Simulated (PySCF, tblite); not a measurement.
## A complex of hydrogen fluoride and hydrogen cyanide

A gas-phase complex of hydrogen fluoride and hydrogen cyanide; neutral, singlet. The structure comes from a short search (6 tight-binding starts) and was relaxed by PBE0-D3(BJ)/def2-TZVPD; another way of binding may lie lower. Frequencies by PBE0-D3(BJ)/def2-TZVPD show no clear imaginary mode.

Parts: 1 = hydrogen fluoride (F), atoms 1–2; 2 = hydrogen cyanide (C#N), atoms 3–5.

```xyz
5

F     0.022   -0.584   -1.175
H    -0.403   -0.297   -0.391
C    -1.744    0.588    2.075
N    -1.222    0.249    1.118
H    -2.237    0.905    2.970
```
Atom numbers follow the order of the file, from 1.

Contacts between parts, classed by geometry: H2···N4 1.801 Å (hydrogen bond, 180°).

Interaction energies are complex less parts, with the parts frozen as they stand in it; counterpoise-corrected, in kcal/mol (PySCF). The CCSD(T) estimate is Hartree-Fock/aug-cc-pVQZ, plus the MP2 correlation part extrapolated as X⁻³ from aug-cc-pVTZ and aug-cc-pVQZ, plus CCSD(T) less MP2 in aug-cc-pVDZ; noble-gas cores are frozen. It isn't the exact limit.

How strongly do the parts interact, level by level?


```json
{"level": "Hartree-Fock/aug-cc-pVQZ", "interaction": "-6.04", "superposition error removed": "-"}
{"level": "wB97M-D3(BJ)/def2-TZVPD", "interaction": "-7.52", "superposition error removed": "-0.08"}
{"level": "PBE0-D3(BJ)/def2-TZVPD", "interaction": "-8.22", "superposition error removed": "-0.08"}
{"level": "MP2/aug-cc-pVQZ", "interaction": "-7.83", "superposition error removed": "-0.44"}
{"level": "CCSD(T), estimated basis limit", "interaction": "-7.61", "superposition error removed": "-"}
```

What holds them together? Decompose the wB97M-D3(BJ)/def2-TZVPD energy: frozen parts, their antisymmetrised product, then relaxation.

electrostatic -11.4, Pauli repulsion +10.8, orbital relaxation -6.3, dispersion correction -0.6 kcal/mol, which sum to the value before the counterpoise correction; the Pauli term holds the exchange-correlation of the frozen density too. Of the attraction, 62 % is electrostatic, 34 % is orbital relaxation, 3 % is dispersion correction.

The parts were also relaxed and run alone, at the levels used for the complex: vibrations by PBE0-D3(BJ)/def2-TZVPD; shieldings by PBE0/pcSseg-2; core levels by delta-SCF with SCAN, pcX-2 on the ionised atom and pcseg-1 elsewhere, spin-free X2C.

What does binding change?


```tsv
property	alone	in the complex	change
F1–H2 bond (Å)	0.921	0.937	+0.016
stretch carried by H2 (cm⁻¹, harmonic)	4145	3784	-361
its infrared intensity (km/mol)	115	1040	
shielding of H2 (ppm)	29.16	26.20	-2.96
shielding of N4 (ppm)	-45.8	-19.9	+25.9
shielding of F1 (ppm)	410.5	399.0	-11.6
F1 1s core level (eV)	694.11	692.08	-2.04
C3 1s core level (eV)	293.41	294.31	+0.89
N4 1s core level (eV)	406.64	407.48	+0.84
```

The core-hole states of C3, N4 are spin-contaminated (⟨S²⟩ 0.84, 0.83 against 0.75 for a pure doublet), so those values and differences from them are less sure.

What are the binding energy from relaxed parts (wB97M-D3(BJ)/def2-TZVPD), and ΔH and ΔG of association at 298.15 K and 1 atm?

-7.40 kcal/mol, -5.41 with zero-point energy; ΔH -6.0 and ΔG +1.6 kcal/mol, from harmonic vibrations by PBE0-D3(BJ)/def2-TZVPD with low modes damped.

The 6 runs behind this took 3.4 min in all, one thread each of Arm Neoverse V1 on a shared host, launched as `OMP_NUM_THREADS=1 python cluster_run.py task.json out`.
